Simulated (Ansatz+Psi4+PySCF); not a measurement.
Two shapes of doublet ClNO(+).

Shape 1:

```xyz
3

Cl   -0.5377   -0.9613    0.0000
N     0.0000    0.9970    0.0000
O     1.1427    1.1703    0.0000
```

Shape 2:

```xyz
3

Cl   -0.5278   -0.9612   -0.0015
N    -0.0080    0.9985   -0.0059
O     1.1368    1.1782   -0.0020
```

Basis set: cc-pVTZ on N, O; cc-pV(T+d)Z on Cl (spherical functions). Left uncorrelated: 7 orbitals. Correlation on ROHF uses semicanonical orbitals with singles. Charge 1, multiplicity 2.

Computed with Ansatz (development build ahead of 0.2.0); each method stands on the lowest determinant of its kind that the runs found.

Q: Which shape is lower in energy, and by how much in each method?

A:

```csv
method,E(2) − E(1) (eV)
ROHF-MP2,0.027
UHF-MP2,0.069
ROHF-CCSD,0.030
ROHF-CCSD(T),0.026
UHF-CCSD(T),0.028
```

Shape 1 is lower. Caution: large amplitudes, a single reference is doubtful. Caution for UHF-MP2, UHF-CCSD(T): the unrestricted determinant is spin contaminated. Caution for UHF-CCSD(T): another reference gives a lower total.
